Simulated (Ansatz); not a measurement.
A relaxed structure of MgO. Space group Fm-3m (No. 225), rock salt type. Method: r2SCAN (plane waves to 500 eV, PAW, scalar-relativistic; Ansatz, an electronic-structure program).

Space group Fm-3m (No. 225); a = 4.2045 Å, b = 4.2045 Å, c = 4.2045 Å, α = 90.00°, β = 90.00°, γ = 90.00°

```
atom  site  symmetry       x       y       z
----  ----  --------  ------  ------  ------
Mg      4b      m-3m  0.5000  0.5000  0.5000
O       4a      m-3m  0.0000  0.0000  0.0000
```
(The calculation used a cell of 2 atoms; values per cell refer to that cell.)

Question: Estimate the band gap that r2SCAN returns for this input.

Answer: 5.68 eV, direct at Γ (no spin-orbit coupling).

No spin polarisation in the result.

Measured for MgO: a 4.189 Å (static lattice; corrected from measurement; as listed in Daniel Mejia-Rodriguez, S. B. Trickey, Phys. Rev. B (2018)); gap 8.36 eV (static lattice; corrected from measurement; as listed in Wei Chen et al., Physical Review Materials (2018)). Computed minus measured — a: r2SCAN +0.4 %; gap: r2SCAN -2.68 eV. The computed values are for a static lattice, and a measured gap can be an optical one, lowered by exciton binding.

The run could not lose the symmetry of its start.
